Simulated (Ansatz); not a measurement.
**C₂H₃ (doublet): wave-function methods side by side at distance C1–H3 = 1.827 Å, cc-pVDZ**

One table from this session's results is given with a row withheld; the runs are named, their logs left out.

The runs use Ansatz 0.2.0, Gaussian basis; cc-pVDZ, core rule «outside noble gas», up to 2 orbitals frozen.

To be run: UHF; CCSD(T) on ROHF; CCSD(T) on UHF; BCCD(T) on ROHF; CISD; CCSDT(Q) on ROHF; CCSDT(Q) on UHF; CASSCF and MRCISD+Q, 3 electrons in 3 orbitals; CASSCF and NEVPT2, 3 electrons in 3 orbitals.

23 further runs of the same task are left out: 1 for a mislabelled method, 18 that didn't finish, 4 set aside as unsound or not needed.

## The geometry

The geometry derives from a PBE0/def2-TZVP stationary point (not a proven minimum). One bond is set to the value named and the two fragments are kept rigid.

5 atoms, charge 0, spin multiplicity 2.

Atoms are counted from 1 here; the program's logs count them from 0.

Bond lengths: C1–C2 1.428 Å, C1–H4 1.099 Å, C1–H5 1.099 Å. Angles: C2–C1–H4 118.1°, C2–C1–H5 118.1°, H4–C1–H5 112.4°.

Coordinates:

```xyz
5
charge 0, multiplicity 2
C    -0.0381    0.0000    0.5942
C    -0.0517    0.0000   -0.8334
H     1.7887    0.0000    0.6211
H    -0.3593    0.9129    1.1144
H    -0.3593   -0.9129    1.1144
```

The first run:

in.yaml

```yaml
crystal:
  periodic: [false, false, false]
  atoms:
    - {symbol: C, position_ang: [-0.038069, 0.000000, 0.594250]}
    - {symbol: C, position_ang: [-0.051739, 0.000000, -0.833421]}
    - {symbol: H, position_ang: [1.788734, -0.000006, 0.621145]}
    - {symbol: H, position_ang: [-0.359290, 0.912927, 1.114416]}
    - {symbol: H, position_ang: [-0.359296, -0.912924, 1.114416]}
basis:
  gaussian: {orbitals: cc-pVDZ}
magnetization: {spin_polarized: true, initial_magnetization: 1}
hamiltonian: {xc: hf}
output: {orbitals: {seedname: orbitals}}
```

Launch:

```sh
$ ansatz run in.yaml --threads 1 --pin off --events-out ev --progress --plain --max-ram 2393MiB
```

Steps of the session up to this table: UHF; CCSD(T) on ROHF; CCSD(T) on UHF; BCCD(T) on ROHF; CISD; CCSDT(Q) on ROHF; CCSDT(Q) on UHF; CASSCF and MRCISD+Q, 3 electrons in 3 orbitals; CASSCF and NEVPT2, 3 electrons in 3 orbitals.

One of the session's tables, all rows but one given; the rest of the session is left out.

| method | from UCCSDT(Q) (kcal/mol) |
| --- | --- |
| ROHF | +189.18 |
| UHF | +172.55 |
| RMP2 | +32.20 |
| UMP2 | +40.88 |
| CISD | +25.48 |
| RCCSD | +8.64 |
| UCCSD | +8.01 |
| RCCSD(T) | +1.42 |
| UCCSD(T) | +1.75 |
| BCCD(T) | +1.37 |
| RCCSDT | +0.60 |
| UCCSDT | ? |
| RCCSDT(Q) | +0.06 |
| UCCSDT(Q) | 0 |
| CASSCF pair | +160.57 |
| NEVPT2 pair | +27.53 |
| MRCISD pair | +17.47 |
| MRCISD+Q pair | +2.99 |

Estimate the missing values for UCCSDT.

**Answer.** from UCCSDT(Q) (kcal/mol): +0.47. In the column «from UCCSDT(Q) (kcal/mol)» it lies between RCCSDT(Q) (+0.06) and RCCSDT (+0.60).

Caveats from the session: The determinant is far from a pure spin state, so its energy mixes those of several spin states (harmless only where they are near-degenerate, as at dissociation). Restricted and unrestricted rows rest on different reference determinants; where their highest levels disagree by more than a few hundredths of an eV, they describe different states and don't form one ladder.
